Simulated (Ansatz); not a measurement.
Results of PBE (PAW; Ansatz, an electronic-structure program) for fluorite CeO2.

Run with plane-wave cutoff 500 eV, 10×10×10 k mesh, gaussian smearing 0.02 eV, no spin polarisation, scalar-relativistic PAW data made under PBE.

Computed at the level's own relaxed cell.

Question: Predict the volume per atom, lattice constant a and band gap.

Answer: 
* **volume per atom**: 13.59 Å³/atom
* **lattice constant a**: 5.464 Å
* **band gap**: 1.92 eV (on the SCF k mesh)

Measured, for comparison: band gap 3 eV (temperature not stated, no zero-point or thermal correction, O 2p to Ce 4f, our sources range from 3.00 to 3.20; as tabulated in Tran et al. (2019), arXiv:1908.01820); equilibrium volume per atom 13.06 Å³/atom, lattice constant a 5.391 Å (0 K, extrapolated to 0 K; as tabulated in Stimac et al. (2024), arXiv:2411.06536). Computed (rounded) less measured: equilibrium volume per atom +4.1 %, lattice constant a +1.4 %.

Spin–orbit coupling is not included.

Computed values are for the static lattice.
